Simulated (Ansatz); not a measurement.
## Si5Sn: short dynamics, then relaxation

A packing of 18 atoms, thrown in at random and pushed apart as soft spheres with like charges further apart (15 Si, 3 Sn) went through Langevin stages in a fixed cell of 20.88 Å³/atom, at one k point, without spin and with a Fermi–Dirac width of kT (0.05 eV at least). Theory: DFT PBE, scalar-relativistic, plane waves, PAW (Ansatz).

| thermostat (K) | duration (fs) | friction (1/fs) | cutoff (eV) | mean T (K) | mean P (GPa) | mean square displacement (Å²) |
| --- | --- | --- | --- | --- | --- | --- |
| 3000 | 72 | 0.030 | 320 | 2562 | 3.6 | 0.30 |
| 3000 | 195 | 0.005 | 420 | 3167 | 4.5 | 2.16 |
| 2160 | 228 | 0.005 | 420 | 1638 | 0.3 | 1.05 |
| 1200 | 180 | 0.015 | 420 | 1460 | 0.7 | 0.62 |
| 300 | 114 | 0.015 | 420 | 376 | -1.9 | 0.11 |

Means run over the second half of a stage; pressure includes the kinetic part; displacements count from the stage's start, the atoms' common shift taken off. In so short a run the atoms moved about a bond length or less in the hot stages, so this is an annealed packing, not a quenched equilibrium liquid.

Cell and atoms were then relaxed on coarser meshes and computed once more: Cutoff 420 eV; k points 5×5×5 on the computed 18-atom cell (Γ-centred); Gaussian smearing, width 0.10 eV; no spin polarisation.

Task: What structure is left?

Result: One draw of many: 19.56 Å³/atom with no gap on the mesh, 0.39 eV/atom above the elements' standard states (static lattices, no corrections for gases) (a random packing after short dynamics, relaxed).

Counting as bonded all pairs within 1.2 times the summed covalent radii:

| atom → neighbour | mean count | mean length (Å) | spread (Å) |
| --- | --- | --- | --- |
| Si → Si | 4.00 | 2.46 | 0.07 |
| Si → Sn | 0.73 | 2.88 | 0.07 |
| Sn → Si | 3.67 | 2.88 | 0.07 |
| Sn → Sn | 0.67 | 3.07 | 0.00 |

Angles between all pairs of such bonds at an atom (mean ± spread): 103 ± 26° at Si, 98 ± 26° at Sn.

```
CELL_PARAMETERS angstrom
6.60652 -0.03576 0.53756
-0.01734 7.47181 0.66709
0.52576 0.70337 7.23966
ATOMIC_POSITIONS crystal
Si 0.56462 0.31738 0.46356
Si 0.28364 0.84167 0.48899
Si 0.16529 0.77145 0.20941
Si 0.43545 0.56214 0.13999
Si 0.71527 0.13355 0.71819
Si 0.22923 0.16330 0.51529
Si 0.77571 0.74972 0.12571
Si 0.86715 0.04222 0.18204
Si 0.91931 0.96859 0.50211
Si 0.97648 0.58325 0.91403
Si 0.57446 0.63756 0.43972
Si 0.03246 0.13820 0.85123
Si 0.77265 0.68655 0.67071
Si 0.19898 0.85121 0.83260
Si 0.55124 0.83685 0.88071
Sn 0.99479 0.40474 0.29363
Sn 0.46385 0.12337 0.16359
Sn 0.34428 0.40166 0.83561
```

The final mesh leaves forces up to 0.41 eV/Å and stresses up to 1.0 GPa: the relaxation ran on a coarser mesh, so the cell's shape, its bonds and its energy belong partly to that mesh.

Cost: 6 runs of about 43 core-minutes in all (earlier runs that led there not counted), on AMD EPYC (Zen 3) (shared hosts).